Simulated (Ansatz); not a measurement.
## Relaxing AsRu3

Theory: Ansatz, DFT PBE, scalar-relativistic, plane waves, PAW. Cutoff 420 eV, Γ-centred k mesh, Gaussian smearing, no spin polarisation in the final step.

AsRu3 was placed on the Cu3Au (L1_2) structure type (Pm-3m, No. 221), with As in place of Au, Ru in place of Cu, at a guessed volume.

```
CELL_PARAMETERS angstrom
3.87864 0.00000 0.00000
0.00000 3.87864 0.00000
0.00000 0.00000 3.87864
ATOMIC_POSITIONS crystal
As 0.00000 0.00000 0.00000
Ru 0.00000 0.50000 0.50000
Ru 0.50000 0.00000 0.50000
Ru 0.50000 0.50000 0.00000
```

Cell and atoms relax at zero pressure; the relaxation can't lower the symmetry of the start. After a coarse first stage the cell is made exact in the group found at 0.06 Å.

Formation energies are uncorrected and refer to the elements' standard structures at the same level.

Question: Describe the relaxed structure.

Answer: It keeps Pm-3m (No. 221). The result has the Cu3Au (L1_2) structure. Conventional cell: a = 3.846 Å. As is coordinated by 12 Ru at 2.72 Å; Ru is coordinated by 4 As at 2.72 Å and 8 Ru at 2.72 Å.

```
As Ru
1.0
     3.84608    0.00000    0.00000
     0.00000    3.84608    0.00000
     0.00000    0.00000    3.84608
As Ru
1 3
Direct
  0.00000 0.00000 0.00000
  0.00000 0.50000 0.50000
  0.50000 0.00000 0.50000
  0.50000 0.50000 0.00000
```

Question: What are its volume, energy, density and gap?

Answer: The volume per atom is 14.22 Å³ and the density is 11.04 g/cm³. The energy over the elements is 0.33 eV/atom. The gap on the 12×12×12 mesh is 0 eV (a metal).

The final run used a 12×12×12 mesh on its 4-atom cell and 0.10 eV smearing. For metals, differences of a few meV/atom aren't resolved. Symmetry constrained the relaxation, so the result can be a saddle point.